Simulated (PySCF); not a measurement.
Gas-phase reaction: AlCl2OH + Al2O + 2 H → 2 AlOCl + AlH3. Level: ωB97M-V/def2-TZVP†; standard pressure 1 bar.

Energies from PySCF, thermal terms from the rigid-rotor harmonic-oscillator model, ideal gas at 1 bar. S°(298 K) at PBE0/def2-TZVP differs from the NASA 1993 table for Al2O (+6 J/mol/K), AlOCl (+8 J/mol/K); whether the harmonic model or the table's entry is off was not settled. † marks an energy on the PBE0/def2-TZVP geometry and frequencies. Open shells (unrestricted): H (multiplicity 2); the rest are closed-shell singlets. AlCl2OH, AlH3: computed as isolated molecules; such fragments, hydroxides, amides, oligomers or adducts are transient or little studied in the gas. The harmonic model lacks anharmonicity and excited electronic states, which grow with temperature; levels with a mode under 35 cm⁻¹ are left out. Soft modes under 120 cm⁻¹ make the harmonic entropy rough for Al2O.

```csv
T (K),1000/T (1/K),log10 K
800,1.2500,-13.09
1000,1.0000,-11.65
1200,0.8333,-10.71
1400,0.7143,-10.05
1600,0.6250,?
1800,0.5556,-9.18
```

Task: Fit log10 K = a + b·(1000/T) to the five rows, get the mean ΔH° and ΔS°, and predict log10 K at 1600 K.

Result: Means: 1000/T = 0.8706, log10 K = -10.936. Sums of products about the means: Sxy = -1.60967, Sxx = 0.285735, so b = Sxy/Sxx = -5.63 and a = -10.936 − (-5.63)×0.8706 = -6.03.
ΔH° = −R ln 10 × 1000 K × b = −19.145 × (-5.63) = 108 kJ; ΔS° = R ln 10 × a = -115 J/K. The run's own values go from 111 kJ and -112 J/K at 800 K to 104 kJ and -118 J/K at 1800 K.
Prediction at 1600 K: -6.03 + (-5.63)×0.6250 = -9.55. The computed value is -9.56, 0.01 from the line.
For scale, ΔH°(298 K) is 122 kJ at this level, 101 kJ at ωB97X-V/def2-TZVP†, and runs from -420 to 296 kJ over the 20 levels computed.
